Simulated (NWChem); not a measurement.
Ionisation of disilane (H6Si2)

```
Si
H 1 1.5056
H 1 1.5056 2 108.64
H 1 1.5056 2 108.64 3 118.01
Si 1 2.3541 2 110.29 3 -120.99
H 5 1.5056 1 110.29 2 180.00
H 5 1.5056 6 108.64 1 120.99
H 5 1.5056 6 108.64 7 118.01
```
Charge 0, spin multiplicity 1.

Program: NWChem. Structure: optimised with PBE/def2-SVP, a minimum by its harmonic frequencies.

Basis set: def2-TZVP. −ε marks an orbital energy of the parent.

B3LYP has NWChem's definition, with VWN1-RPA local correlation.

Task: One of these methods gave a first vertical ionisation energy of 11.02 eV. Which?
(A) −ε(HOMO) of B3LYP
(B) −ε(HOMO) of PBE
(C) G0W0@BHandHLYP
(D) −ε(HOMO) of HF

Result: D, −ε(HOMO) of HF. The others give 8.18 (−ε(HOMO) of B3LYP), 7.26 (−ε(HOMO) of PBE), 10.57 (G0W0@BHandHLYP).
